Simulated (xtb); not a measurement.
AlCl$_{3}$, charge -1, doublet, at a GFN2-xTB geometry of the parent state (such geometries of metal compounds can be far from the true shape) (a state made from the parent by changing its charge; the spin is typed, not shown lowest).

Here is a job for xtb.
```
$ xtb mol.xyz --gfn 0 --chrg -1 --uhf 1 --json

# file mol.xyz
4

Al     0.00007163    -0.00003268    -0.01168397
Cl     0.01172470     2.02980854    -0.00262734
Cl     1.75194248    -1.02503148     0.01658624
Cl    -1.76372195    -1.00475207    -0.00502410
```

**Question.** What partial charges in atom order does xtb 6.7.1 with GFN0-xTB give?

**Answer.** Al1 0.34, Cl2 -0.45, Cl3 -0.45, Cl4 -0.45

**Question.** Estimate the total energy that GFN0-xTB returns for this input.

**Answer.** -15.5728 Eh
